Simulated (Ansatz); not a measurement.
# C₂H₆S (singlet): wave-function methods side by side, 6-31G

Aim: climb from Hartree-Fock through coupled cluster and multireference methods for C₂H₆S (singlet) at one geometry and basis, and see what each rung misses.

Method: 6-31G, core rule «outside noble gas», up to 7 orbitals frozen; program: Ansatz 0.2.0, Gaussian basis.

The runs, in order: UHF; CCSD(T) on RHF; BCCD(T) on RHF; CISD; CCSDT(Q) on RHF; CASSCF and MRCISD+Q, 8 electrons in 8 orbitals; CASSCF and NEVPT2, 8 electrons in 8 orbitals.

18 further runs of the same task are left out: 1 that didn't finish, 17 set aside as unsound or not needed.

## (1) What is computed

The geometry is an MP2(full)/6-31G* stationary point (not a proven minimum).

9 atoms, charge 0, spin multiplicity 1.

Atoms are counted from 1 here; the program's logs count them from 0.

Bond lengths: C1–S2 1.804 Å, C1–H4 1.091 Å, C1–H5 1.092 Å, C1–H6 1.092 Å, S2–C3 1.804 Å, C3–H7 1.091 Å, C3–H8 1.092 Å, C3–H9 1.092 Å. Angles: S2–C1–H4 107.7°, S2–C1–H5 111.3°, S2–C1–H6 111.3°, H4–C1–H5 108.6°, H4–C1–H6 108.6°, H5–C1–H6 109.4°, C1–S2–C3 98.5°, S2–C3–H7 107.7°, S2–C3–H8 111.3°, S2–C3–H9 111.3°, H7–C3–H8 108.6°, H7–C3–H9 108.6°, H8–C3–H9 109.4°.

As a file:

| atom | x (Å) | y (Å) | z (Å) |
| --- | --- | --- | --- |
| C1 | 0.0000 | 1.3667 | -0.5855 |
| S2 | 0.0000 | 0.0000 | 0.5925 |
| C3 | 0.0000 | -1.3667 | -0.5855 |
| H4 | 0.0000 | 2.2967 | -0.0145 |
| H5 | 0.8916 | 1.3457 | -1.2164 |
| H6 | -0.8916 | 1.3457 | -1.2164 |
| H7 | 0.0000 | -2.2967 | -0.0145 |
| H8 | -0.8916 | -1.3457 | -1.2164 |
| H9 | 0.8916 | -1.3457 | -1.2164 |

## (2) UHF

Contents of in.yaml:

```yaml
crystal:
  periodic: [false, false, false]
  atoms:
    - {symbol: C, position_ang: [0.000000, 1.366668, -0.585502]}
    - {symbol: S, position_ang: [0.000000, 0.000000, 0.592484]}
    - {symbol: C, position_ang: [0.000000, -1.366668, -0.585502]}
    - {symbol: H, position_ang: [0.000000, 2.296687, -0.014505]}
    - {symbol: H, position_ang: [0.891644, 1.345680, -1.216385]}
    - {symbol: H, position_ang: [-0.891644, 1.345680, -1.216385]}
    - {symbol: H, position_ang: [0.000000, -2.296687, -0.014505]}
    - {symbol: H, position_ang: [-0.891644, -1.345680, -1.216385]}
    - {symbol: H, position_ang: [0.891644, -1.345680, -1.216385]}
basis:
  gaussian: {orbitals: 6-31G}
magnetization: {spin_polarized: true, initial_magnetization: 0}
hamiltonian: {xc: hf}
output: {orbitals: {seedname: orbitals}}
```

On the command line:

```sh
$ ansatz run in.yaml --threads 1 --pin off --events-out ev --progress --plain --max-ram 4096MiB --backend cpu
```

Further steps of the session: CCSD(T) on RHF; BCCD(T) on RHF; CISD; CCSDT(Q) on RHF; CASSCF and MRCISD+Q, 8 electrons in 8 orbitals; CASSCF and NEVPT2, 8 electrons in 8 orbitals.

**Question.** What will the summary of the whole plan be? Wanted: RCCSDT(Q) below the RHF energy; RMP2 from RCCSDT(Q); RCCSD from RCCSDT(Q); RCCSD(T) from RCCSDT(Q); NEVPT2 frontier from RCCSDT(Q); MRCISD+Q frontier from RCCSDT(Q); T1 diagnostic.

As calculated:

```
                         quantity                      value
   RCCSDT(Q) below the RHF energy                 -7.7449 eV
              RMP2 from RCCSDT(Q)              +116.4 kJ/mol
             RCCSD from RCCSDT(Q)               +17.0 kJ/mol
          RCCSD(T) from RCCSDT(Q)                +2.4 kJ/mol
   NEVPT2 frontier from RCCSDT(Q)               +96.7 kJ/mol
 MRCISD+Q frontier from RCCSDT(Q)                +7.5 kJ/mol
levels within 1 kcal/mol (43 meV)  RCCSD(T), BCCD(T), RCCSDT
                    T1 diagnostic                      0.007
```

RCCSD(T) lands +2.4 kJ/mol from the yardstick (0.3 % of the correlation energy). Of the multireference levels listed MRCISD+Q frontier comes nearest in total energy (+7.5 kJ/mol), which doesn't show that its space is the better one. These misses are within one basis, not against nature.
